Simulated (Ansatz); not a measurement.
**Molecular dynamics of H$_{3}$O**

The input (input.yaml):

```yaml
crystal:
  periodic: [false, false, false]
  atoms:
    - { symbol: H, position_ang: [0.3016, -0.3734, -0.2085] }
    - { symbol: H, position_ang: [1.2125, -0.7159, -0.3047] }
    - { symbol: O, position_ang: [-0.838, 0.1667, -0.0267] }
    - { symbol: H, position_ang: [-0.676, 0.9226, 0.5398] }
magnetization:
  spin_polarized: true
  initial_magnetization: 1
basis:
  gaussian: { orbitals: def2-SVP }
hamiltonian:
  xc: pbe0
md:
  timestep: 0.5
  n_steps: 150
  ensemble: nve
  temperature: 300.0
  initial_velocities: maxwell_boltzmann
  seed: 58366
```

Run as:

```bash
$ ansatz run input.yaml --threads 1 --pin off --max-ram 2048MiB --backend cpu --events-out ev --progress --plain --runs-dir out
```

It starts from a rough guess of a transition structure, not a stationary point.

Output, in part (one step line in 6, the closing report, with atoms numbered from 0):

```
md step     0: t =     0.00 fs  T =   300.0 K  F+E_penalty+E_count = -2088.46822510 eV  E_kin = 0.077556 eV  conserved = -2088.39066910 eV  (36 SCF iters)
md step     6: t =     3.00 fs  T =   458.1 K  F+E_penalty+E_count = -2088.50785726 eV  E_kin = 0.118440 eV  conserved = -2088.38941694 eV  (27 SCF iters)
md step    12: t =     6.00 fs  T =  1241.2 K  F+E_penalty+E_count = -2088.71146306 eV  E_kin = 0.320868 eV  conserved = -2088.39059485 eV  (25 SCF iters)
md step    18: t =     9.00 fs  T =   504.4 K  F+E_penalty+E_count = -2088.51665348 eV  E_kin = 0.130400 eV  conserved = -2088.38625301 eV  (23 SCF iters)
md step    24: t =    12.00 fs  T =  2009.5 K  F+E_penalty+E_count = -2088.91224480 eV  E_kin = 0.519499 eV  conserved = -2088.39274604 eV  (25 SCF iters)
md step    30: t =    15.00 fs  T =   826.9 K  F+E_penalty+E_count = -2088.60187651 eV  E_kin = 0.213778 eV  conserved = -2088.38809808 eV  (25 SCF iters)
md step    36: t =    18.00 fs  T =  2906.5 K  F+E_penalty+E_count = -2089.15374094 eV  E_kin = 0.751388 eV  conserved = -2088.40235312 eV  (24 SCF iters)
md step    42: t =    21.00 fs  T =  2751.3 K  F+E_penalty+E_count = -2089.11501969 eV  E_kin = 0.711278 eV  conserved = -2088.40374195 eV  (23 SCF iters)
md step    48: t =    24.00 fs  T =   911.8 K  F+E_penalty+E_count = -2088.62223421 eV  E_kin = 0.235715 eV  conserved = -2088.38651874 eV  (23 SCF iters)
md step    54: t =    27.00 fs  T =  3008.9 K  F+E_penalty+E_count = -2089.18114071 eV  E_kin = 0.777862 eV  conserved = -2088.40327892 eV  (23 SCF iters)
md step    60: t =    30.00 fs  T =  2959.7 K  F+E_penalty+E_count = -2089.16984357 eV  E_kin = 0.765138 eV  conserved = -2088.40470564 eV  (23 SCF iters)
md step    66: t =    33.00 fs  T =   992.7 K  F+E_penalty+E_count = -2088.64382085 eV  E_kin = 0.256636 eV  conserved = -2088.38718457 eV  (27 SCF iters)
md step    72: t =    36.00 fs  T =  2855.2 K  F+E_penalty+E_count = -2089.14078032 eV  E_kin = 0.738130 eV  conserved = -2088.40265035 eV  (25 SCF iters)
md step    78: t =    39.00 fs  T =  2977.9 K  F+E_penalty+E_count = -2089.17411021 eV  E_kin = 0.769856 eV  conserved = -2088.40425402 eV  (25 SCF iters)
md step    84: t =    42.00 fs  T =  1089.3 K  F+E_penalty+E_count = -2088.66975806 eV  E_kin = 0.281602 eV  conserved = -2088.38815617 eV  (27 SCF iters)
md step    90: t =    45.00 fs  T =  2678.4 K  F+E_penalty+E_count = -2089.09477499 eV  E_kin = 0.692428 eV  conserved = -2088.40234694 eV  (22 SCF iters)
md step    96: t =    48.00 fs  T =  2881.2 K  F+E_penalty+E_count = -2089.14715080 eV  E_kin = 0.744842 eV  conserved = -2088.40230875 eV  (23 SCF iters)
md step   102: t =    51.00 fs  T =  1242.5 K  F+E_penalty+E_count = -2088.71013285 eV  E_kin = 0.321205 eV  conserved = -2088.38892768 eV  (22 SCF iters)
md step   108: t =    54.00 fs  T =  2490.2 K  F+E_penalty+E_count = -2089.04459633 eV  E_kin = 0.643770 eV  conserved = -2088.40082599 eV  (27 SCF iters)
md step   114: t =    57.00 fs  T =  2700.6 K  F+E_penalty+E_count = -2089.09733988 eV  E_kin = 0.698150 eV  conserved = -2088.39919001 eV  (24 SCF iters)
md step   120: t =    60.00 fs  T =  1294.7 K  F+E_penalty+E_count = -2088.72354001 eV  E_kin = 0.334717 eV  conserved = -2088.38882253 eV  (26 SCF iters)
md step   126: t =    63.00 fs  T =  2381.7 K  F+E_penalty+E_count = -2089.01507603 eV  E_kin = 0.615729 eV  conserved = -2088.39934692 eV  (23 SCF iters)
md step   132: t =    66.00 fs  T =  2491.3 K  F+E_penalty+E_count = -2089.03997452 eV  E_kin = 0.644040 eV  conserved = -2088.39593413 eV  (21 SCF iters)
md step   138: t =    69.00 fs  T =  1342.1 K  F+E_penalty+E_count = -2088.73541660 eV  E_kin = 0.346948 eV  conserved = -2088.38846871 eV  (21 SCF iters)
md step   144: t =    72.00 fs  T =  2221.9 K  F+E_penalty+E_count = -2088.97085463 eV  E_kin = 0.574407 eV  conserved = -2088.39644804 eV  (21 SCF iters)
md step   150: t =    75.00 fs  T =  2350.2 K  F+E_penalty+E_count = -2089.00153936 eV  E_kin = 0.607573 eV  conserved = -2088.39396674 eV  (22 SCF iters)
Total energy: -2089.00156607 eV, -76.7693915771 hartree
Atom 0 at    -1.057425     0.394098    -0.969995 Å, force    -0.165438    -0.308922     1.326939 eV/Å
Atom 1 at     4.683624    -1.910155     0.326922 Å, force    -0.000089     0.000045    -0.000003 eV/Å
Atom 2 at    -1.003488     0.222850     0.004778 Å, force    -4.660549    -0.986157    -2.550758 eV/Å
Atom 3 at    -0.161468     0.458136     0.170060 Å, force     4.826076     1.295035     1.223822 eV/Å
Dipole moment:     0.290436     0.145294    -0.275866 e Å
```

All steps were run. The conserved energy stayed within 3.5 meV per atom of its start (net change -0.82 meV per atom), so the integration is sound. The system heated up, since it started high on the potential surface and ran downhill. A run of 0.075 ps of so small a system gives no equilibrium averages.

The step under study would form H1–O3 and break H1–H2. These pairs go: H1–O3 1.27 → 0.99 Å, H1–H2 0.98 → 6.32 Å. In the last frame they stand as after the step (other bonds may differ from the relaxed reactants and products). It ends as H + H2O. Pairs count as bonded within 1.25 times the sum of covalent radii (0.12 Å more for H–H).

Last frame:

```xyz
4
Properties=species:S:1:pos:R:3
H -1.057 0.394 -0.970
H 4.684 -1.910 0.327
O -1.004 0.223 0.005
H -0.162 0.458 0.170
```

Time of the run: 69 s on 1 thread of Arm Neoverse V1, with other jobs on the host, peak memory 0.078 GiB.
